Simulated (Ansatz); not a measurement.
## Ansatz (development build ahead of 0.2.0) run

```yaml
crystal:
  periodic: [false, false, false]
  atoms:
    - { symbol: Cl, position_ang: [0.0, 0.0, 0.0] }
    - { symbol: H, position_ang: [1.72138, 0.0, 0.0] }
    - { symbol: H, position_ang: [-1.72138, 0.0, 0.0] }
basis:
  gaussian: { orbitals: "6-31G" }
magnetization:
  initial_magnetization: 1
hamiltonian:
  xc: hf
correlation:
  method: fci
  frozen_orbitals: { Cl: 5, H: 0 }
```

The input is written out in the form of the current development build from the run's settings.

The run gave:

```json
{"Converged": "yes", "Total energy": "-460.55266 hartree", "State": "lowest doublet root, of any spatial symmetry"}
```
